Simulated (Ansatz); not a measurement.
Working through a single point in a Gaussian basis of C3H6F2O, SMILES COC(C)(F)F

With the Ansatz DFT code, driven from Python.

The script reads `c3h6f2o.xyz`:
```text
12

C    -0.93280   -1.37780   -0.45080
O    -0.97560   -0.31290    0.51780
C    -0.23730    0.81950    0.11620
C     1.32510    0.70230    0.51250
F    -0.32300    1.01140   -1.22160
F    -0.74390    1.91590    0.73990
H    -1.49010   -2.19180   -0.04910
H     0.07320   -1.63170   -0.72310
H    -1.50610   -0.98360   -1.31900
H     1.79800    1.60470    0.27730
H     1.34240    0.52870    1.61470
H     1.74710   -0.14000    0.01900
```

Typed at the interpreter:
```pycon
>>> from dataclasses import dataclass
>>> from pathlib import Path
>>> import json
>>> import ansatz as az
>>> import numpy as np
>>> @dataclass
... class RunConfig:
...     basis: str = "def2-SVP"
...     xc: str = "hf"
...
>>> opts = RunConfig()
>>> molecule = az.Crystal.molecule_from_extxyz("c3h6f2o.xyz")
>>> calculation = molecule.calculation()
>>> calculation = calculation.basis(gaussian=opts.basis)
>>> calculation = calculation.functional(opts.xc)
>>> calculation = calculation.forces().orbitals()
>>> print(calculation.to_yaml())
crystal:
  periodic: [false, false, false]
  atoms:
    - { symbol: C, position_ang: [-0.9328, -1.3778, -0.4508] }
    - { symbol: O, position_ang: [-0.9756, -0.3129, 0.5178] }
    - { symbol: C, position_ang: [-0.2373, 0.8195, 0.1162] }
    - { symbol: C, position_ang: [1.3251, 0.7023, 0.5125] }
    - { symbol: F, position_ang: [-0.323, 1.0114, -1.2216] }
    - { symbol: F, position_ang: [-0.7439, 1.9159, 0.7399] }
    - { symbol: H, position_ang: [-1.4901, -2.1918, -0.0491] }
    - { symbol: H, position_ang: [0.0732, -1.6317, -0.7231] }
    - { symbol: H, position_ang: [-1.5061, -0.9836, -1.319] }
    - { symbol: H, position_ang: [1.798, 1.6047, 0.2773] }
    - { symbol: H, position_ang: [1.3424, 0.5287, 1.6147] }
    - { symbol: H, position_ang: [1.7471, -0.14, 0.019] }
basis:
  gaussian:
    orbitals: def2-SVP
hamiltonian:
  xc: hf
output:
  orbitals: {}
  forces: true
>>> out = calculation.run(threads=1, runs_dir="runs")

>>> data = out.report
>>> sorted(key for key in data if key.endswith("_ev"))
['free_energy_ev', 'reference_energy_ev']
>>> data["mean_field"]["state"]["spin_squared"]
4.973799150320701e-14
>>> for key in ("converged", "free_energy_ev", "reference_energy_ev", "n_frozen", "n_occupied", "n_virtual"):
...     print(f"{key:22s} {data[key]}")
...
converged              True
free_energy_ev         -10626.637758568635
reference_energy_ev    -10626.637758568635
n_frozen               0
n_occupied             [25, 25]
n_virtual              [89, 89]
>>> state = data["mean_field"]["state"]
>>> print(f"mean field: {state['energy']['hartree']:.7f} Ha, <S^2> = {abs(state['spin_squared']):.4f}, stability: {state.get('stability', {}).get('kind')}")
mean field: -390.5217346 Ha, <S^2> = 0.0000, stability: minimum
>>> symbols = [site.symbol for site in molecule.cartesian_sites]
>>> forces = np.array(data["forces_ev_ang"])
>>> print("largest force", round(float(np.linalg.norm(forces, axis=1).max()), 4), "eV/A, rms", round(float(np.sqrt((forces ** 2).mean())), 4))
largest force 4.4842 eV/A, rms 1.2374
>>> charges = data["charge_distribution"]
>>> dipole = np.array(charges["dipole_moment_e_ang"]) * 4.803205
>>> print("dipole (D): {:.3f} {:.3f} {:.3f}, length {:.3f}".format(*dipole, np.linalg.norm(dipole)))
dipole (D): 1.720 -2.211 -0.678, length 2.882
>>> print("atom  Mulliken   Lowdin")
atom  Mulliken   Lowdin
>>> for symbol, m, l in zip(symbols, charges["mulliken_charges_e"], charges["lowdin_charges_e"]):
...     print(f"{symbol:4s} {m:9.3f} {l:8.3f}")
...
C        0.242    0.168
O       -0.582   -0.065
C        0.745   -0.117
C       -0.022    0.038
F       -0.338    0.028
F       -0.325    0.021
H        0.049   -0.021
H        0.027   -0.031
H        0.054   -0.018
H        0.052   -0.011
H        0.066    0.019
H        0.033   -0.012
>>> lines = Path(data["orbitals_path"]).read_text().splitlines()
>>> field_of = lambda key: [line.split("=")[1].strip() for line in lines if line.startswith(key)]
>>> orbitals = [(27.211386 * float(e), s, float(n)) for e, s, n in zip(field_of("Ene="), field_of("Spin="), field_of("Occup="))]
>>> homo = max(e for e, _, n in orbitals if n > 0.5)
>>> lumo = min(e for e, _, n in orbitals if n < 0.5)
>>> for e, spin, n in sorted(orbitals):
...     if homo - 15 < e < lumo + 5:
...         print(f"{spin:6s} {e:10.3f} eV  occupation {n:.0f}")
...
Alpha     -26.005 eV  occupation 2
Alpha     -23.600 eV  occupation 2
Alpha     -21.282 eV  occupation 2
Alpha     -20.912 eV  occupation 2
Alpha     -20.294 eV  occupation 2
Alpha     -18.555 eV  occupation 2
Alpha     -18.202 eV  occupation 2
Alpha     -17.540 eV  occupation 2
Alpha     -16.903 eV  occupation 2
Alpha     -16.621 eV  occupation 2
Alpha     -16.112 eV  occupation 2
Alpha     -15.567 eV  occupation 2
Alpha     -15.005 eV  occupation 2
Alpha     -13.944 eV  occupation 2
Alpha     -12.465 eV  occupation 2
Alpha       4.771 eV  occupation 0
Alpha       5.738 eV  occupation 0
Alpha       6.452 eV  occupation 0
Alpha       6.907 eV  occupation 0
Alpha       6.994 eV  occupation 0
Alpha       7.798 eV  occupation 0
Alpha       8.491 eV  occupation 0
Alpha       9.416 eV  occupation 0
>>> with open("c3h6f2o.json", "w") as handle:
...     json.dump({k: data[k] for k in ("free_energy_ev", "reference_energy_ev", "n_occupied", "n_virtual")}, handle, indent=1)
...
```

`c3h6f2o.json`, as written:
```json
{
 "free_energy_ev": -10626.637758568635,
 "reference_energy_ev": -10626.637758568635,
 "n_occupied": [
  25,
  25
 ],
 "n_virtual": [
  89,
  89
 ]
}
```

Reading the output:
- Total energies depend on the basis set; only differences at equal settings carry meaning.
- The geometry is a force-field or estimated start, not a minimum of this method, and the basis set is short of its limit.
- The Löwdin charges here are taken after orthogonalising the functions within each atom; they differ from plain Löwdin charges, and their signs can be unphysical.
- Alpha marks a spatial orbital of a restricted run, filled by both spins.
- Levels such as HOMO and LUMO are orbital energies: in Hartree-Fock the gap is too wide and the LUMO hangs on the basis.
- The whole script took 2.3 s on 1 thread of Arm Neoverse V2 (shared host), peak memory 0.28 GiB.

(Lines on the test bed's own set-up are left out of the output.)
